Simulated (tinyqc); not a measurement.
ROHF in the sto-3g basis, for LiH+, spin multiplicity 2, step by step. One step of it, computed by the program tinyqc.

Problem. Iteration 3: Roothaan effective Fock matrix. With projectors Pc = D(beta) S, Po = (D(alpha) - D(beta)) S, Pv = 1 - D(alpha) S, the block xy is Px^T F Py; with Fc = (F(alpha) + F(beta))/2, the blocks are Fc for cc, oo, vv and cv, F(beta) for co and F(alpha) for ov.

F(alpha) (hartree):
```
,1Li 1s,1Li 2s,1Li 2px,1Li 2py,1Li 2pz,2H 1s
1Li 1s,-2.718521,-0.726709,0.000000,0.000000,0.000195,-0.108285
1Li 2s,-0.726709,-0.438762,0.000000,0.000000,-0.115285,-0.343397
1Li 2px,0.000000,0.000000,-0.094884,0.000000,0.000000,0.000000
1Li 2py,0.000000,0.000000,0.000000,-0.094884,0.000000,0.000000
1Li 2pz,0.000195,-0.115285,0.000000,0.000000,-0.251755,-0.433792
2H 1s,-0.108285,-0.343397,0.000000,0.000000,-0.433792,-0.729292
```

F(beta) (hartree):
```
,1Li 1s,1Li 2s,1Li 2px,1Li 2py,1Li 2pz,2H 1s
1Li 1s,-2.714882,-0.726221,0.000000,0.000000,0.000156,-0.107480
1Li 2s,-0.726221,-0.364365,0.000000,0.000000,-0.013601,-0.146095
1Li 2px,0.000000,0.000000,-0.086650,0.000000,0.000000,0.000000
1Li 2py,0.000000,0.000000,0.000000,-0.086650,0.000000,0.000000
1Li 2pz,0.000156,-0.013601,0.000000,0.000000,-0.109681,-0.149191
2H 1s,-0.107480,-0.146095,0.000000,0.000000,-0.149191,-0.045871
```

D(alpha) after iteration 2:
```
,1Li 1s,1Li 2s,1Li 2px,1Li 2py,1Li 2pz,2H 1s
1Li 1s,0.991799,0.014791,0.000000,0.000000,-0.015181,-0.072084
1Li 2s,0.014791,0.034348,0.000000,0.000000,0.036386,0.151601
1Li 2px,0.000000,0.000000,0.000000,0.000000,0.000000,0.000000
1Li 2py,0.000000,0.000000,0.000000,0.000000,0.000000,0.000000
1Li 2pz,-0.015181,0.036386,0.000000,0.000000,0.039511,0.164898
2H 1s,-0.072084,0.151601,0.000000,0.000000,0.164898,0.688275
```

D(beta) after iteration 2:
```
,1Li 1s,1Li 2s,1Li 2px,1Li 2py,1Li 2pz,2H 1s
1Li 1s,0.984899,0.029979,0.000000,0.000000,0.001329,-0.003175
1Li 2s,0.029979,0.000913,0.000000,0.000000,0.000040,-0.000097
1Li 2px,0.000000,0.000000,0.000000,0.000000,0.000000,0.000000
1Li 2py,0.000000,0.000000,0.000000,0.000000,0.000000,0.000000
1Li 2pz,0.001329,0.000040,0.000000,0.000000,0.000002,-0.000004
2H 1s,-0.003175,-0.000097,0.000000,0.000000,-0.000004,0.000010
```

overlap S:
```
,1Li 1s,1Li 2s,1Li 2px,1Li 2py,1Li 2pz,2H 1s
1Li 1s,1.000000,0.241137,0.000000,0.000000,0.000000,0.034110
1Li 2s,0.241137,1.000000,0.000000,0.000000,0.000000,0.320257
1Li 2px,0.000000,0.000000,1.000000,0.000000,0.000000,0.000000
1Li 2py,0.000000,0.000000,0.000000,1.000000,0.000000,0.000000
1Li 2pz,0.000000,0.000000,0.000000,0.000000,1.000000,0.444973
2H 1s,0.034110,0.320257,0.000000,0.000000,0.444973,1.000000
```

Give: effective F.

Solution.

effective F (hartree):
```
,1Li 1s,1Li 2s,1Li 2px,1Li 2py,1Li 2pz,2H 1s
1Li 1s,-2.717,-0.726,0.000,0.000,0.000,-0.107
1Li 2s,-0.726,-0.368,0.000,0.000,-0.025,-0.214
1Li 2px,0.000,0.000,-0.091,0.000,0.000,0.000
1Li 2py,0.000,0.000,0.000,-0.091,0.000,0.000
1Li 2pz,0.000,-0.025,0.000,0.000,-0.135,-0.263
2H 1s,-0.107,-0.214,0.000,0.000,-0.263,-0.423
```
